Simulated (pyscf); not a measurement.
H₂B–PH–SiH₃ (SMILES BP[SiH3]) -> H₂B–P=SiH₂ (SMILES BP=[SiH2]) + H₂ (SMILES [H][H]), an elimination (singlet surface; H–P, H–Si broken, H–H formed). PySCF, gas phase, ωB97X-D3(BJ)/def2-SVP geometries. Energies in kcal/mol from the reactant's lowest minimum found.

Small-basis levels: PySCF, no dispersion term, spherical d functions. AM1 to PM7: differences of heats of formation from MOPAC, which are fitted to 298 K values and so differ in kind from electronic energies by zero-point and thermal terms. GFN2-xTB: tblite. Cost: rough CPU time at the saddle relative to B3LYP/6-31G*, from one job on a shared machine.

| level | barrier | reaction energy | cost |
|---|---|---|---|
| HF/STO-3G | 147.5 | +80.9 | 0.04 |
| HF/6-31G* | 87.5 | +46.8 | 0.09 |
| MP2/6-31G* | 69.8 | +33.6 | 0.1 |
| SVWN5/6-31G* | 53.8 | +41.8 | 1 |
| BP86/6-31G* | 59.3 | +35.4 | 2 |
| B3LYP/STO-3G | 119.1 | +64.4 | 0.6 |
| B3LYP/LANL2DZ | 75.7 | +37.7 | 0.8 |
| B3LYP/6-31G* | 66.8 | +37.6 | 1 |
| B3LYP/6-311+G** | 61.9 | +37.3 | 2 |
| GFN2-xTB | 78.8 | +43.2 | under 0.02 |
| AM1 | 61.1 | +31.7 | under 0.02 |
| PM3 | 44.1 | +24.5 | under 0.02 |
| ωB97M-D3(BJ)/def2-TZVP | 59.7 | +39.0 | – |

Against the last row the barrier runs from -15.6 (PM3) to +87.8 kcal/mol (HF/STO-3G). ωB97M-D3(BJ)/def2-TZVP has limits of its own. At the saddle there is also a short H–Si contact that neither side keeps. One saddle was located; it need not be the lowest between these sides.
